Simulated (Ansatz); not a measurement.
A short molecular-dynamics run on `CC(C)C(C)Cl`.

```yaml
crystal:
  periodic: [false, false, false]
  atoms:
    - {symbol: C, position_ang: [0.462474, 1.728935, -0.715864]}
    - {symbol: C, position_ang: [-0.118056, 0.340294, -0.495533]}
    - {symbol: C, position_ang: [0.783476, -0.709341, -1.138415]}
    - {symbol: C, position_ang: [-0.322308, 0.036857, 0.986147]}
    - {symbol: C, position_ang: [-0.842763, -1.350603, 1.285416]}
    - {symbol: Cl, position_ang: [-1.477142, 1.227637, 1.701829]}
    - {symbol: H, position_ang: [-0.172279, 2.504645, -0.287790]}
    - {symbol: H, position_ang: [1.453014, 1.809159, -0.256324]}
    - {symbol: H, position_ang: [0.575805, 1.930079, -1.783424]}
    - {symbol: H, position_ang: [-1.104953, 0.290959, -0.972009]}
    - {symbol: H, position_ang: [0.335900, -1.703913, -1.136246]}
    - {symbol: H, position_ang: [0.985986, -0.440202, -2.177270]}
    - {symbol: H, position_ang: [1.746891, -0.768203, -0.621544]}
    - {symbol: H, position_ang: [0.614436, 0.212123, 1.522456]}
    - {symbol: H, position_ang: [-0.105188, -2.104329, 1.002395]}
    - {symbol: H, position_ang: [-1.767098, -1.543471, 0.735936]}
    - {symbol: H, position_ang: [-1.048194, -1.460635, 2.350228]}
basis:
  gaussian: {orbitals: def2-SVP}
hamiltonian: {xc: {name: PBE}, dispersion: d3bj}
md: {timestep: 1 fs, n_steps: 30, ensemble: nvt_langevin, temperature: 700, initial_velocities: maxwell_boltzmann, friction: 0.01, seed: 729}
```

```sh
$ ansatz run in.yaml --threads 2 --pin off --events-out ev --progress --plain --max-ram 22528MiB --backend cpu
```

```csv
step,time (fs),potential energy (eV),kinetic (eV),T (K),conserved (eV)
0,0.0,-17867.4213,1.4477,659,–
1,1.0,-17867.3164,1.2908,587,–
2,2.0,-17867.0252,1.0074,458,–
3,3.0,-17866.7567,0.7080,322,–
4,4.0,-17866.6034,0.6565,299,–
5,5.0,-17866.5307,0.6057,276,–
6,6.0,-17866.4926,0.5709,260,–
7,7.0,-17866.4618,0.5574,254,–
8,8.0,-17866.4482,0.5584,254,–
9,9.0,-17866.5750,0.6615,301,–
10,10.0,-17866.8713,0.9831,447,–
11,11.0,-17867.0798,1.2067,549,–
12,12.0,-17867.0545,1.2079,550,–
13,13.0,-17866.9194,1.1545,525,–
14,14.0,-17866.8286,1.0450,476,–
15,15.0,-17866.7588,1.0474,477,–
16,16.0,-17866.6577,1.0335,470,–
17,17.0,-17866.5243,0.9225,420,–
18,18.0,-17866.3777,0.8180,372,–
19,19.0,-17866.2919,0.7642,348,–
20,20.0,-17866.3842,0.9034,411,–
21,21.0,-17866.5961,1.0512,478,–
22,22.0,-17866.7104,1.2751,580,–
23,23.0,-17866.6307,1.2011,547,–
24,24.0,-17866.5261,1.1439,521,–
25,25.0,-17866.4959,1.1507,524,–
26,26.0,-17866.4751,1.1635,529,–
27,27.0,-17866.4237,1.0353,471,–
28,28.0,-17866.3830,1.0216,465,–
29,29.0,-17866.3914,1.0500,478,–
30,30.0,-17866.4425,1.0496,478,–
```

Velocities are drawn at the set temperature; a run this short doesn't reach equilibrium.

Frames (Å, forces in eV/Å):

```xyz
17
time=0.0 fs
C     0.462    1.729   -0.716   -0.100   -0.185   -0.016
C    -0.118    0.340   -0.496    0.341    0.020    0.069
C     0.783   -0.709   -1.138   -0.165    0.159    0.069
C    -0.322    0.037    0.986   -0.265   -0.136   -0.136
C    -0.843   -1.351    1.285    0.117    0.186   -0.027
Cl   -1.477    1.228    1.702   -0.327    0.365    0.212
H    -0.172    2.505   -0.288   -0.331    0.388    0.244
H     1.453    1.809   -0.256    0.482    0.054    0.221
H     0.576    1.930   -1.783    0.066    0.125   -0.529
H    -1.105    0.291   -0.972   -0.496   -0.025   -0.215
H     0.336   -1.704   -1.136   -0.208   -0.514   -0.012
H     0.986   -0.440   -2.177    0.115    0.106   -0.524
H     1.747   -0.768   -0.622    0.476   -0.036    0.243
H     0.614    0.212    1.522    0.516    0.070    0.261
H    -0.105   -2.104    1.002    0.351   -0.403   -0.131
H    -1.767   -1.543    0.736   -0.467   -0.105   -0.272
H    -1.048   -1.461    2.350   -0.108   -0.069    0.543
17
time=3.0 fs
C     0.456    1.732   -0.693    1.874    0.818   -2.170
C    -0.107    0.344   -0.505   -2.116    0.240   -0.715
C     0.774   -0.688   -1.163   -0.082   -0.170    1.053
C    -0.315    0.010    0.956    0.804    0.420    2.395
C    -0.834   -1.362    1.307   -1.989    0.065   -0.072
Cl   -1.481    1.226    1.714    0.153    0.037   -0.069
H    -0.106    2.592   -0.314   -0.544   -0.056    0.350
H     1.480    1.779   -0.200   -0.563    0.071   -0.455
H     0.608    1.965   -1.862   -0.139   -0.504    2.123
H    -1.146    0.322   -1.055    1.179   -0.072    0.986
H     0.387   -1.702   -1.046   -0.626   -0.454   -0.722
H     0.988   -0.361   -2.168    0.351   -0.250   -0.925
H     1.665   -0.785   -0.552    1.217    0.330    0.082
H     0.665    0.094    1.612   -1.189    0.409   -1.322
H    -0.101   -2.056    0.882    0.270   -0.787    0.703
H    -1.767   -1.543    0.703    0.226    0.022    0.214
H    -1.198   -1.451    2.409    1.173   -0.118   -1.457
17
time=6.0 fs
C     0.459    1.733   -0.679    1.595    2.088   -0.169
C    -0.107    0.347   -0.515   -1.510    0.503    0.084
C     0.761   -0.666   -1.176    1.848   -1.433    0.414
C    -0.296   -0.013    0.942   -0.317    0.533    2.567
C    -0.841   -1.366    1.332   -0.821   -0.502   -3.035
Cl   -1.488    1.222    1.727    0.505   -0.148   -0.207
H    -0.080    2.673   -0.290    0.047   -1.497   -0.140
H     1.485    1.770   -0.167   -0.756    0.022   -0.524
H     0.639    1.964   -1.774   -0.020   -0.259    0.605
H    -1.095    0.344   -1.053    0.000   -0.137    0.517
H     0.381   -1.737   -1.019   -0.096    1.067   -1.156
H     1.037   -0.301   -2.234   -0.203   -1.054    1.152
H     1.681   -0.781   -0.491   -0.219    0.516   -1.125
H     0.648    0.009    1.593   -0.481    0.897   -0.982
H    -0.074   -2.053    0.837   -0.666   -0.241    1.535
H    -1.752   -1.541    0.694    0.140   -0.032    0.179
H    -1.252   -1.435    2.353    0.955   -0.324    0.285
17
time=9.0 fs
C     0.473    1.739   -0.668    0.182    0.597    2.723
C    -0.112    0.357   -0.516    0.692    0.394    1.232
C     0.756   -0.655   -1.182    1.896   -1.084   -0.139
C    -0.279   -0.023    0.948   -2.524    0.536    0.703
C    -0.848   -1.368    1.338   -0.372   -0.193   -3.208
Cl   -1.497    1.215    1.739    0.795   -0.263   -0.230
H    -0.058    2.641   -0.272   -0.382   -0.739    0.123
H     1.449    1.765   -0.169    0.530    0.020    0.304
H     0.683    1.965   -1.649    0.518    0.504   -3.240
H    -1.035    0.366   -1.014   -2.335   -0.153   -0.744
H     0.353   -1.709   -1.076   -0.027    0.733   -0.854
H     1.075   -0.311   -2.236   -0.486   -0.847    1.087
H     1.690   -0.750   -0.543   -0.144    0.237   -0.683
H     0.637   -0.004    1.482    1.710    1.050    0.841
H    -0.100   -2.092    0.924   -0.312   -0.343    0.955
H    -1.739   -1.506    0.685   -0.167   -0.248    0.113
H    -1.225   -1.452    2.345    0.425   -0.200    1.015
17
time=12.0 fs
C     0.490    1.755   -0.643    1.182    0.110   -1.687
C    -0.112    0.372   -0.509   -1.247   -0.052   -0.226
C     0.762   -0.654   -1.191   -0.149   -0.070    0.995
C    -0.278   -0.018    0.969   -0.299    0.434    0.666
C    -0.860   -1.371    1.322   -0.211    0.036    0.492
Cl   -1.508    1.207    1.747    0.959   -0.305   -0.195
H    -0.059    2.584   -0.218   -0.757    0.411    0.267
H     1.462    1.759   -0.145    0.637    0.018    0.426
H     0.769    2.000   -1.733   -0.603   -0.256    1.010
H    -1.123    0.371   -1.011    0.281   -0.050    0.360
H     0.336   -1.647   -1.212   -0.443   -0.821   -0.025
H     1.059   -0.392   -2.171    0.119    0.603   -1.831
H     1.700   -0.712   -0.663    1.047   -0.242    0.713
H     0.746    0.032    1.418   -0.390    0.681    0.367
H    -0.154   -2.172    1.078    0.325   -0.374   -0.121
H    -1.734   -1.476    0.684   -0.810   -0.469   -0.176
H    -1.162   -1.491    2.416    0.359    0.347   -1.035
17
time=15.0 fs
C     0.517    1.776   -0.628    1.029    0.360   -1.167
C    -0.126    0.386   -0.499   -0.717   -0.366   -0.574
C     0.766   -0.658   -1.186    0.859    0.018   -0.613
C    -0.285   -0.012    0.994    1.486    0.708    0.132
C    -0.870   -1.372    1.299    0.657   -1.127    1.156
Cl   -1.516    1.196    1.754    0.837   -0.259   -0.083
H    -0.113    2.551   -0.113    0.298   -0.151   -0.614
H     1.523    1.775   -0.111   -0.537   -0.059   -0.050
H     0.835    2.022   -1.752   -1.084   -0.227    1.946
H    -1.180    0.378   -0.978    1.117    0.052    0.454
H     0.325   -1.653   -1.347   -0.106   -0.411    0.787
H     1.034   -0.446   -2.238   -0.276    0.801   -0.230
H     1.799   -0.689   -0.732   -0.662   -0.367    0.224
H     0.825    0.131    1.402   -2.085   -0.056    0.047
H    -0.195   -2.277    1.216   -0.009    0.756   -0.890
H    -1.769   -1.491    0.672   -0.298   -0.346    0.221
H    -1.062   -1.515    2.408   -0.512    0.674   -0.746
17
time=18.0 fs
C     0.550    1.798   -0.624   -0.989   -0.802    2.933
C    -0.146    0.393   -0.489    1.883   -0.518    0.199
C     0.776   -0.670   -1.178    1.079    0.097   -2.566
C    -0.286   -0.004    1.021   -0.283    0.505   -1.576
C    -0.868   -1.376    1.283    0.641   -1.492   -0.351
Cl   -1.521    1.183    1.756    0.479   -0.115    0.078
H    -0.130    2.508   -0.025    0.899   -0.213   -1.208
H     1.549    1.787   -0.086   -0.625   -0.174   -0.080
H     0.826    2.022   -1.629   -0.290    0.688   -1.456
H    -1.164    0.365   -0.908   -0.137    0.157   -0.390
H     0.306   -1.682   -1.407    0.513    0.507    1.154
H     0.980   -0.418   -2.324   -0.439    0.301    1.758
H     1.892   -0.680   -0.791   -1.991   -0.371   -0.108
H     0.721    0.235    1.409   -0.141   -0.290    0.809
H    -0.237   -2.338    1.275    0.133    1.165   -1.322
H    -1.816   -1.549    0.695    0.526    0.109    0.621
H    -0.974   -1.484    2.342   -1.259    0.447    1.505
17
time=21.0 fs
C     0.577    1.811   -0.605   -1.348   -2.014    1.751
C    -0.148    0.393   -0.475    2.991   -0.262    0.449
C     0.788   -0.679   -1.186   -1.774    1.004   -2.097
C    -0.292    0.015    1.040   -2.243   -0.369   -2.991
C    -0.860   -1.389    1.267    0.189   -0.449    1.419
Cl   -1.525    1.171    1.762   -0.090    0.117    0.140
H    -0.069    2.471   -0.023   -0.163    0.896   -0.189
H     1.539    1.786   -0.079    0.397   -0.229    0.293
H     0.804    2.107   -1.599   -0.163    0.546   -1.549
H    -1.163    0.370   -0.860   -0.551    0.155   -0.711
H     0.309   -1.666   -1.359    0.223   -0.161    0.778
H     0.900   -0.378   -2.286   -0.066    0.173    0.857
H     1.819   -0.708   -0.844    0.442   -0.257    0.720
H     0.596    0.332    1.492    2.049   -0.126    1.454
H    -0.267   -2.335    1.218    0.636    0.649   -0.851
H    -1.826   -1.606    0.739    0.354    0.495    0.283
H    -0.987   -1.382    2.363   -0.883   -0.170    0.243
17
time=24.0 fs
C     0.596    1.806   -0.579   -0.472   -0.360   -1.904
C    -0.127    0.391   -0.455    1.312    0.343   -0.390
C     0.781   -0.685   -1.203   -2.961    1.117    1.094
C    -0.307    0.032    1.040    0.903    0.297   -0.595
C    -0.852   -1.402    1.255    0.026    1.622    3.801
Cl   -1.528    1.162    1.770   -0.568    0.335    0.101
H     0.001    2.537   -0.051   -0.616    0.719    0.403
H     1.555    1.781   -0.042    0.424   -0.178   -0.042
H     0.781    2.262   -1.672   -0.404   -1.256    1.893
H    -1.185    0.394   -0.880    0.927    0.099    0.019
H     0.308   -1.659   -1.221   -0.261   -0.804    0.103
H     0.812   -0.338   -2.198    0.286    0.484   -1.988
H     1.763   -0.749   -0.836    1.906   -0.061    0.968
H     0.619    0.409    1.649   -0.956   -1.472   -0.884
H    -0.251   -2.283    1.082    1.124   -0.344   -0.208
H    -1.809   -1.617    0.804   -0.893    0.387   -0.690
H    -1.077   -1.310    2.412    0.225   -0.927   -1.683
17
time=27.0 fs
C     0.601    1.796   -0.559   -0.199    2.086   -0.691
C    -0.096    0.391   -0.441    0.135    0.961   -0.552
C     0.756   -0.680   -1.207    0.424    0.000    1.494
C    -0.320    0.053    1.035    1.195   -0.496    0.523
C    -0.841   -1.413    1.263   -0.461    1.041    0.541
Cl   -1.528    1.152    1.777   -0.883    0.547    0.085
H     0.036    2.668   -0.057    0.217   -1.320   -0.127
H     1.594    1.780   -0.010   -0.481   -0.100   -0.621
H     0.743    2.329   -1.628   -0.066   -1.756    1.651
H    -1.150    0.419   -0.914    1.112    0.021    0.386
H     0.287   -1.706   -1.075    0.266    0.787   -0.656
H     0.735   -0.265   -2.239    0.484   -0.799   -0.027
H     1.844   -0.797   -0.753   -1.667    0.498   -0.941
H     0.587    0.387    1.732   -1.041   -1.342   -1.521
H    -0.154   -2.244    0.921   -0.318    0.640    0.732
H    -1.867   -1.590    0.823    0.705    0.383   -0.349
H    -1.122   -1.310    2.338    0.575   -1.151    0.073
17
time=30.0 fs
C     0.607    1.796   -0.548   -0.292    0.637    2.171
C    -0.065    0.401   -0.434    0.383    1.166    0.085
C     0.736   -0.671   -1.203    0.769   -0.166    0.573
C    -0.327    0.068    1.029   -1.029   -2.092   -0.231
C    -0.836   -1.414    1.273    0.193    1.051   -3.115
Cl   -1.531    1.144    1.785   -0.806    0.711    0.075
H     0.084    2.698   -0.075   -0.117   -1.294    0.334
H     1.602    1.776   -0.039   -0.067   -0.033   -0.356
H     0.689    2.246   -1.504    0.526   -0.134   -2.111
H    -1.053    0.452   -0.916   -0.415    0.018   -0.128
H     0.261   -1.694   -0.989    0.292    1.030   -1.093
H     0.711   -0.262   -2.296    0.470   -1.330    1.351
H     1.813   -0.816   -0.734   -1.448    0.592   -1.122
H     0.497    0.247    1.692    1.430    0.005    0.277
H    -0.086   -2.160    0.794   -1.110    0.660    1.330
H    -1.867   -1.526    0.809    0.877    0.011   -0.353
H    -1.131   -1.433    2.281    0.343   -0.831    2.312
```

Hardware: 2 threads of an AMD EPYC 7R13 on a shared host. Wall time 79 s, peak host memory 0.25 GiB.
